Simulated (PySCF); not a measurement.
# Bond curve of BF⁺

Set-up: basis B aug-pcseg-1, F aug-pcseg-1; no relativity; PySCF 2.14. Energies in eV from B⁺ + F in their ground configurations at the same level. State: ²Σ⁺ (doublet), unpaired electrons σ ↑.

All columns are B3LYP. A positive dipole points towards F; it is taken about the centre of mass and depends on that origin.

| R (Å) | E (eV) | μ (D) | Mulliken charge on B (basis-dependent) | HOMO (eV) | LUMO (eV) | Mayer bond order | ⟨S²⟩ |
| --- | --- | --- | --- | --- | --- | --- | --- |
| 1.054 | -3.700 | -2.53 | 0.40 | -18.99 | -13.51 | 1.87 | 0.75 |
| 1.103 | -4.546 | -2.79 | 0.52 | -19.11 | -13.62 | 1.78 | 0.75 |
| 1.151 | -5.021 | -3.06 | 0.64 | -19.23 | -13.75 | 1.70 | 0.75 |
| 1.188 | -5.193 | -3.26 | 0.73 | -19.32 | -13.86 | 1.63 | 0.75 |
| 1.225 | -5.244 | -3.46 | 0.80 | -19.41 | -13.97 | 1.57 | 0.75 |
| 1.262 | -5.201 | -3.66 | 0.87 | -19.50 | -14.08 | 1.50 | 0.75 |
| 1.311 | -5.031 | -3.93 | 0.95 | -19.60 | -14.24 | 1.43 | 0.75 |
| 1.372 | -4.693 | -4.26 | 1.04 | -19.73 | -14.45 | 1.34 | 0.75 |
| 1.446 | -4.172 | -4.65 | 1.12 | -19.85 | -14.71 | 1.26 | 0.75 |
| 1.544 | -3.390 | -5.13 | 1.18 | -19.96 | -15.05 | 1.17 | 0.75 |

A fit through these points gives, at Re = 1.225 Å, μ = -3.46 D and dμ/dR = -5.49 D/Å; the reduced mass is 6.97 u.

Task: How strong is the fundamental in the double-harmonic approximation, I = 42.26·(dμ/dR)²/μred km/mol?

Result: I = 42.26·(-5.49)²/6.97 = 183 km/mol at B3LYP.

For an ion De counts to the pair picked by the measured ionisation energies or electron affinities, which need not be the lowest pair at this level. The state was picked by a PBE0 search and need not be the measured ground state.
